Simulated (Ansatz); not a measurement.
Input file:

```yaml
crystal:
  periodic: [false, false, false]
  atoms:
    - {symbol: Si, position_ang: [0.000000, -0.071477, 0.000000]}
    - {symbol: H, position_ang: [0.000000, 0.995827, -1.090012]}
    - {symbol: H, position_ang: [0.000000, 0.995827, 1.090012]}
basis:
  gaussian: {orbitals: def2-SVPD}
magnetization: {spin_polarized: false}
correlation: {method: ccsdt, electrons: outside_noble_gas}
output: {forces: true}
```

```sh
$ ansatz run in.yaml --threads 1 --pin off --events-out ev --progress --plain --max-ram 2393MiB
```

Output:

```
619 factors; integrals over basis functions are off by at most 1.7e-7 eV
mean field evaluation 1: about -7888.9838 eV, gradient 7.2e0 eV
mean field evaluation 2: about -7888.9838 eV, gradient 7.2e0 eV
mean field evaluation 4: about -7889.3025 eV, gradient 4.5e-1 eV
mean field evaluation 8: about -7889.3045 eV, gradient 1.0e-4 eV
mean field evaluation 16: about -7889.3045 eV, gradient 1.0e-6 eV
mean field -7889.30450184 eV, -289.9265928798 hartree, gradient 1.0e-6 eV, S^2 0.000000; 0 other end points of the search recorded, 0 dependent functions left out; unrestricted orbitals would lower it
5 core orbitals not correlated: weight in the atoms' cores, before any rotation towards them, 1.000 or more for the frozen orbitals, at most 0.000 for the correlated occupied ones
reference -7889.30450184 eV, -289.9265928798 hartree; 3, 3 occupied and 32, 32 virtual orbitals, 619 factors
second order -2.51368400 eV of doubles, -0.00000000 eV of singles
cycle   1  -3.04669701 eV  change   -5.3e-1 eV  update   6.9e-2
cycle   2  -3.36914080 eV  change   -3.2e-1 eV  update   3.3e-2
cycle   3  -3.38663261 eV  change   -1.7e-2 eV  update   1.1e-2
cycle   4  -3.39048030 eV  change   -3.8e-3 eV  update   5.4e-3
cycle   5  -3.39002908 eV  change    4.5e-4 eV  update   2.1e-3
cycle   6  -3.38941961 eV  change    6.1e-4 eV  update   1.0e-3
cycle   7  -3.39013771 eV  change   -7.2e-4 eV  update   4.5e-4
cycle   8  -3.39022649 eV  change   -8.9e-5 eV  update   1.5e-4
cycle   9  -3.39008229 eV  change    1.4e-4 eV  update   5.1e-5
cycle  10  -3.39008674 eV  change   -4.5e-6 eV  update   1.6e-5
cycle  11  -3.39009494 eV  change   -8.2e-6 eV  update   5.5e-6
cycle  12  -3.39009611 eV  change   -1.2e-6 eV  update   1.7e-6
cycle  13  -3.39009594 eV  change    1.8e-7 eV  update   7.2e-7
cycle  14  -3.39009530 eV  change    6.4e-7 eV  update   2.5e-7
the calculation of the forces begins
Total energy: -7892.69459714 eV, -290.0511765843 hartree
Atom 0 at     0.000000    -0.071477     0.000000 Å, force     0.000000     0.050770    -0.000000 eV/Å
Atom 1 at     0.000000     0.995827    -1.090012 Å, force    -0.000000    -0.025385    -0.049363 eV/Å
Atom 2 at     0.000000     0.995827     1.090012 Å, force    -0.000000    -0.025385     0.049363 eV/Å
Dipole moment:    -0.000000     0.008116    -0.000000 e Å
```

Forces (eV/Å):
```
Si   0.000  0.051  0.000
H    0.000 -0.025 -0.049
H    0.000 -0.025  0.049
```

Ran on 1 thread of Intel Xeon 6975P-C, shared host: 2.4 s wall, 0.14 GiB peak host memory.
